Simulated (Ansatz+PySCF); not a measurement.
A calculation with PySCF 2.14.0.

```python
from pyscf import gto, scf, mp

mol = gto.M(atom="""
C 0.000000 0.000000 0.216310
H -0.538110 0.000000 -0.818780
H 0.538110 0.000000 -0.818780
H 0.000000 -0.963290 0.710620
H 0.000000 0.963290 0.710620
""", basis='cc-pvtz', charge=1, spin=1)
mf = scf.UHF(mol)
mf.kernel()
pt = mp.MP2(mf, frozen=1).run()
print(mf.e_tot, pt.e_corr, pt.e_tot)
```

The script is written out from the run's settings.

Results

| Item | Value |
| --- | --- |
| Converged | yes |
| Reference energy | -39.78432 hartree |
| Correlation energy | -0.15966 hartree |
| Total energy | -39.94398 hartree |
| Spin squared of the determinant | 0.757 |

Caution: MP2 on this radical cation hangs on the determinant chosen.
